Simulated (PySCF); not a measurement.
Molecule: SMILES [C-]#[N+]C#N, C2N2.

Structure with atom numbers: `[C-:1]#[N+:2][C:3]#[N:4]`.

Spin–spin couplings on one PBE0-D3(BJ)/def2-SVP geometry, PySCF 2.14, gas phase, non-relativistic, equivalent pairs averaged; isotopes ¹⁵N, ¹³C; basis pcJ-1.

How do the couplings (Hz) change with the functional? Times are CPU seconds on shared hosts with different chips, so compare them loosely.

Answers


```tsv
functional	functions	¹J(N2,C3)	¹J(C1,N2)	¹J(C3,N4)	²J(C1,C3)	²J(N2,N4)	³J(C1,N4)	core-s
LDA	108	-42.5	6.0	-5.1	-11.4	-4.8	-8.4	2.8
PBE	108	-44.2	4.0	-7.2	-14.0	-5.4	-9.1	4.3
KT2	108	-34.6	13.1	2.1	-18.7	-6.3	-8.9	4.5
B3LYP	108	-56.0	-4.6	-18.2	-11.1	-5.3	-9.7	7.1
PBE0	108	-54.0	-3.0	-17.3	-11.8	-5.4	-9.7	4
B97-2	108	-53.0	-5.4	-16.3	-14.8	-5.4	-9.7	3.8
BHandHLYP	108	-69.7	-14.4	-34.6	-10.6	-6.2	-11.3	4.4
CAM-B3LYP	108	-59.4	-6.7	-21.8	-8.1	-5.0	-9.7	5.3
``` Left out for a near triplet instability: HF/pcJ-1.
